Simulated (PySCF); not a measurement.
# SMILES [CH2-]CCC, [C₄H₉]-, charge -1

Geometry (Å), atoms numbered from 1 in this order:
```xyz
13

C     2.1236    0.6631    0.0396
C     0.6600    0.5740   -0.3498
C    -0.2542   -0.4025    0.4586
C    -1.7092   -0.4187   -0.0089
H     2.5358   -0.3927    0.0016
H     2.1521    0.9142    1.1451
H     0.1979    1.5741   -0.2704
H     0.5801    0.2731   -1.4096
H     0.1610   -1.4136    0.3796
H    -0.2190   -0.1169    1.5160
H    -2.3206   -1.1129    0.5776
H    -2.1457    0.5770    0.0806
H    -1.7661   -0.7178   -1.0564
```

Total charge -1.

Method: GIAO PBE0/aug-pcSseg-1 magnetisability, rotational g tensor and spin-rotation constants, non-relativistic, gas phase (PySCF 2.14.0). Geometry: GFN2-xTB.

For an ion the centre-of-mass motion in the field is neglected. The gap is small, so the large paramagnetic part is uncertain. The highest occupied orbital is unbound at this level, so the values depend on the basis.

(1) Give the nuclear spin-rotation constants along the inertial axes (H = +C I·J) beside the isotropic shieldings.

(2) How do the rotational constants and the g tensor change when H5, H6, H7, H8, H9, H10, H11, H12, H13 are replaced by deuterium?

Answers

(1) Rotational constants 24.2223, 3.7203, 3.5076 GHz. A star marks the isotopologue with that one atom substituted, in its own axes.
| atom | isotope | Caa (kHz) | Cbb (kHz) | Ccc (kHz) | mean (kHz) | σ (ppm) |
| --- | --- | --- | --- | --- | --- | --- |
| H5 | 1H | -2.074 | -0.157 | 0.054 | -0.726 | 30.2 |
| H6 | 1H | -2.074 | -0.157 | 0.054 | -0.726 | 30.3 |
| H7 | 1H | -2.427 | -0.124 | 0.092 | -0.820 | 29.2 |
| H8 | 1H | -2.427 | -0.124 | 0.092 | -0.820 | 29.2 |
| H9 | 1H | -2.533 | -0.153 | -0.004 | -0.897 | 30.8 |
| H10 | 1H | -2.534 | -0.152 | -0.004 | -0.897 | 30.9 |
| H11 | 1H | -0.829 | -0.116 | -0.276 | -0.407 | 30.1 |
| H12 | 1H | -2.511 | -0.178 | -0.026 | -0.905 | 30.9 |
| H13 | 1H | -2.512 | -0.177 | -0.027 | -0.905 | 30.9 |
| C1 | 13C* | 2.498 | 0.474 | 0.805 | 1.259 | 164.2 |
| C2 | 13C* | 4.083 | 0.759 | 0.928 | 1.923 | 125.9 |
| C3 | 13C* | 3.821 | 0.755 | 0.891 | 1.822 | 130.4 |
| C4 | 13C* | 3.116 | 0.508 | 0.505 | 1.376 | 173.9 |

For the geometry as given, no vibrational averaging.

(2) Constants 14.3676, 3.0072, 2.8393 GHz; g -0.0064, -0.0505, -0.0616, against -0.0106, -0.0615, -0.0751 before.
